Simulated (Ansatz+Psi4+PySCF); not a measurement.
The numbers below are computed, except where a source is named.
## Ansatz (development build ahead of 0.2.0) run

```yaml
crystal:
  periodic: [false, false, false]
  atoms:
    - { symbol: F, position_ang: [0.0, 0.0, 0.11207] }
    - { symbol: H, position_ang: [0.0, 0.0, -1.0086] }
basis:
  gaussian: { orbitals: cc-pVTZ }
hamiltonian:
  xc: hf
correlation:
  method: mp2
  frozen_orbitals: { F: 1, H: 0 }
```

The input is written out in the form of the current development build from the run's settings.

The run gave:

```
Converged                                                          : yes
Reference energy                                                   : -100.01882 hartree
Correlation energy                                                 : -0.28132 hartree
Total energy                                                       : -100.30014 hartree
Spin squared of the determinant                                    : 0.000
Stability test                                                     : minimum among restricted orbitals
Occupied orbitals by symmetry in an Abelian subgroup (alpha; beta) : 3 A1 1 B1 1 B2; 3 A1 1 B1 1 B2
```

Caution: stretched shape with no unrestricted run beside it, a lower state can exist.
